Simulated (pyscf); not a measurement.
This saddle point was located with ωB97X-D3(BJ)/def2-SVP in PySCF.

```xyz
8

O     -0.2741     1.1390     0.8161
Si     0.1605    -0.2774     0.0097
O     -1.1162    -1.2813    -0.3205
H     -0.7109     0.8134     2.0791
H      0.7731     0.2963    -1.2222
H      1.1057    -1.1011     0.7966
H     -1.8280    -0.9286    -0.8649
H     -0.9247     0.3446     2.7394
```
Charge 0, spin multiplicity 2.

Surface: doublet, charge 0. Lowest wavenumbers (cm⁻¹): 980i, 146, 262, 276, 373.

Which two sides does it connect, and which bonds change?

`[OH][SiH2][OH]` + `[H]` [doublet] ⇌ `[O][SiH2][OH]` [doublet] + `[H][H]`, a hydrogen abstraction read from left to right: H–O broken and H–H formed. At ωB97M-D3(BJ)/def2-TZVP it lies +19.2 kcal/mol from the left side and +4.5 kcal/mol from the right (each side as separated species at their lowest minima found). The same reactants have a lower exit, to HO–SiH•–OH + H₂ (barrier +7.2 kcal/mol at ωB97M-D3(BJ)/def2-TZVP, against +19.2 kcal/mol here). •O–SiH₂–OH lies 22.4 kcal/mol over its isomer HO–SiH•–OH (electronic energy, ωB97M-D3(BJ)/def2-TZVP). One saddle was located; it need not be the lowest between these sides. The angle at the transferred H is 160°.
